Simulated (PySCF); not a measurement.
# Solvent effects on NMR parameters

Geometry (Å), atoms numbered from 1 in this order:
```xyz
4

N    -1.9340    0.0942    0.0881
C    -0.7711    0.0338    0.0306
C     0.5992   -0.0371   -0.0377
P     2.1438   -0.1162   -0.1140
```

GIAO PBE0/pcSseg-1 in PySCF on one PBE0-D3(BJ)/def2-SVP conformer, non-relativistic, equivalent nuclei averaged. Solvents enter as an IEF-PCM continuum (cyclohexane with ε = 2.0, benzene with ε = 2.3) around the gas-phase geometry. Shifts are referred to TMS computed in the same medium.

Gas phase, δ in ppm: C3 138.0, C2 116.1. Dipole moment 3.45 D.

Problem. How does each δ change in the continuum?

Solution. 
| atoms | environment | Δδ, cyclohexane | Δδ, benzene |
| --- | --- | --- | --- |
| C3 | carbon bonded to C, P | -1.6 | -1.8 |
| C2 | nitrile carbon | +0.7 | +0.8 |

Changes are relative to the gas phase. The dipole moment becomes 4.08 D in cyclohexane, 4.18 D in benzene.

Problem. Which nuclei move most (in ppm), and what does the model miss?

Solution. C3 (carbon bonded to C, P, -1.8 ppm) in benzene. A continuum only polarises the solute; specific hydrogen bonds, the anisotropy of aromatic solvents and changes of geometry or conformer are outside it.
